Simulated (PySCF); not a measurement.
Compound: C₅H₈.
Z-matrix (Å and degrees, GFN2-xTB geometry), rows numbered from 1:
```
C 
C   1  1.3193
C   2  1.5000  1  124.52
C   3  1.5000  2  110.28  1   117.29
C   4  1.3193  3  124.51  2   117.32
H   1  1.0783  2  121.73  3     0.97
H   1  1.0770  2  122.13  3  -179.48
H   2  1.0825  1  120.53  3   178.80
H   3  1.0932  2  109.49  1  -122.28
H   3  1.0932  2  109.40  1    -3.22
H   4  1.0825  3  114.97  2   -61.53
H   5  1.0782  4  121.75  3     1.03
H   5  1.0769  4  122.16  3  -179.49
```

Theory: PBE0/pcSseg-1 in PySCF (dipole) on a GFN2-xTB geometry, gas phase.

Take the most abundant isotopes and a rigid rotor. The values belong to one conformer with, in the numbering `[CH2:1]=[CH:2][CH2:3][CH:4]=[CH2:5]`, C1–C2–C3–C4 117°, C2–C3–C4–C5 117°.

(1) Give the principal moments of inertia and the rotational constants in cm⁻¹.

(2) What kind of rotor is it?

(3) What does the inertial defect say?

(4) Give the other two planar moments, Paa and Pbb, and the rms extents of the mass along the axes.

(5) Give the coordinates in the principal-axis frame, origin at the centre of mass.

(6) Where do the levels up to J = 5 lie, in K?

(7) Which types of transition are allowed, and where do some lines up to J = 2 fall?

(8) Estimate the classical rotational partition function at 50 K, 100 K and 500 K.

Results:

(1) Ia = 25.70, Ib = 209.28, Ic = 211.29 u·Å²; 505379 MHz·u·Å²/I gives 19666, 2415 and 2392 MHz, that is A = 0.65598, B = 0.08055, C = 0.07978 cm⁻¹.

(2) A near-prolate asymmetric top. Ray's parameter κ = (2B − A − C)/(A − C) = -0.997; −1 is the prolate and +1 the oblate limit.

(3) Not planar: Δ = Ic − Ia − Ib = -23.69 u·Å². For a rigid frame Δ = −2 Σ m c², so Σ m c² = 11.84 u·Å² lies off the ab plane: 6.80 from hydrogen and 5.04 from heavier atoms. The atom farthest from that plane is 1.27 Å away.

(4) Paa = Σ m a² = (Ib + Ic − Ia)/2 = 197.44 and Pbb = Σ m b² = (Ia + Ic − Ib)/2 = 13.85 u·Å². With the mass M = 68.06 u, the rms extents √(P/M) along a, b and c are 1.70, 0.45, 0.42 Å.

(5) The sense of each axis is arbitrary; atoms in the order of the calculation.
```csv
atom,mass (u),a (Å),b (Å),c (Å)
C1,12.000,2.332,0.187,0.170
C2,12.000,1.155,0.168,-0.426
C3,12.000,0.000,-0.689,0.001
C4,12.000,-1.155,0.169,0.425
C5,12.000,-2.332,0.186,-0.171
H6,1.008,2.548,-0.443,1.018
H7,1.008,3.133,0.824,-0.164
H8,1.008,0.958,0.811,-1.274
H9,1.008,-0.308,-1.327,-0.832
H10,1.008,0.308,-1.325,0.835
H11,1.008,-0.958,0.816,1.271
H12,1.008,-2.549,-0.447,-1.016
H13,1.008,-3.133,0.825,0.162
```

(6) Above 0(0,0), as E/k:
J = 1: 1(0,1) 0.231, 1(1,1) 1.059, 1(1,0) 1.060
J = 2: 2(0,2) 0.692, 2(1,2) 1.519, 2(1,1) 1.522, 2(2,1) 4.006, 2(2,0) 4.006
J = 3: 3(0,3) 1.384, 3(1,3) 2.209, 3(1,2) 2.216, 3(2,2) 4.698, 3(2,1) 4.698, 3(3,1) 8.840, 3(3,0) 8.840
J = 4: 4(0,4) 2.307, 4(1,4) 3.130, 4(1,3) 3.141, 4(2,3) 5.621, 4(2,2) 5.621, 4(3,2) 9.763, 4(3,1) 9.763, 4(4,1) 15.562, 4(4,0) 15.562
J = 5: 5(0,5) 3.460, 5(1,5) 4.280, 5(1,4) 4.297, 5(2,4) 6.774, 5(2,3) 6.774, 5(3,3) 10.916, 5(3,2) 10.916, 5(4,2) 16.716, 5(4,1) 16.716, 5(5,1) 24.172, 5(5,0) 24.172

(7) The dipole components are |μa| = 0.00 D, |μb| = 0.11 D, |μc| = 0.00 D; the symmetry axis of this C2 structure is b, so μa and μc vanish by symmetry and there are no a-type or c-type lines. Some lines, for components of 0.1 D or more:

| type | branch | J(Ka,Kc) | MHz | lower level (cm⁻¹) |
| --- | --- | --- | --- | --- |
| b | Q | 1(1,0) ← 1(0,1) | 17274 | 0.160 |
| b | Q | 2(1,1) ← 2(0,2) | 17297 | 0.481 |
| b | R | 1(1,1) ← 0(0,0) | 22058 | 0.000 |
| b | R | 2(1,2) ← 1(0,1) | 26841 | 0.160 |
| b | Q | 2(2,0) ← 2(1,1) | 51753 | 1.058 |
| b | Q | 2(2,1) ← 2(1,2) | 51822 | 1.056 |
| b | R | 2(2,1) ← 1(1,0) | 61389 | 0.737 |
| b | R | 2(2,0) ← 1(1,1) | 61412 | 0.736 |

(8) Point group C2, symmetry number σ = 2; q = (√π/σ)·√((kT/h)³/(ABC)), k/h = 20836.6 MHz/K: 2800 at 50 K, 7910 at 100 K, 88400 at 500 K.

No frequency check. These are rigid-rotor constants of the computed structure; measured ground-state constants (B0) also hold zero-point vibration.
